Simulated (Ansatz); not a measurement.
We consider hcp Lu, described by PBE+SOC (plane waves, PAW; Ansatz, a quantum-chemistry and plane-wave program).

Settings: plane-wave cutoff 520 eV, 18×18×10 k mesh (along the axes of the cell as run), Fermi–Dirac smearing 0.05 eV, PAW data made under PBE.

Cell (relaxed at this level):

```yaml
crystal:
  lattice:
    - [1.74877, -3.02895, 0.00000]
    - [1.74877, 3.02895, 0.00000]
    - [0.00000, 0.00000, 5.45499]
  atoms:
    - { symbol: Lu, position: [0.33333, 0.66667, 0.25000] }
    - { symbol: Lu, position: [0.66667, 0.33333, 0.75000] }
```

Q: Estimate the bulk modulus and pressure derivative B′ of the bulk modulus that the calculation returns.

A: 
- bulk modulus: 46.6 GPa
- pressure derivative B′ of the bulk modulus: 3.5

The run finds no gap.

Measured, for comparison: bulk modulus 47.6 GPa (room temperature, not corrected to a static lattice; as tabulated in Wikipedia's data pages). Computed (rounded) less measured: bulk modulus -2 %.

Note: the bulk modulus comes from volumes at which shape and atoms were relaxed.

Computed values are for the static lattice.

Computing time: about 60 core-minutes (a rough figure).
